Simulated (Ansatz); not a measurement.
BH$_{6}$NSi (`BN[SiH3]`), charge 0, multiplicity 1.

Problem. Give a relaxed structure at PBE0-D4/def2-TZVP (Ansatz 0.2.0). (Best estimate.)

Solution. Computed: 
```xyz
9

B    -1.261    0.916   -0.003
N    -0.538   -0.247    0.279
Si    1.134   -0.557   -0.114
H    -0.713    1.816   -0.573
H    -2.410    0.993    0.327
H    -1.035   -0.984    0.760
H     1.917   -0.822    1.122
H     1.659    0.640   -0.809
H     1.247   -1.754   -0.988
```
Point group Cs.
This is one stationary point; other conformers may exist.
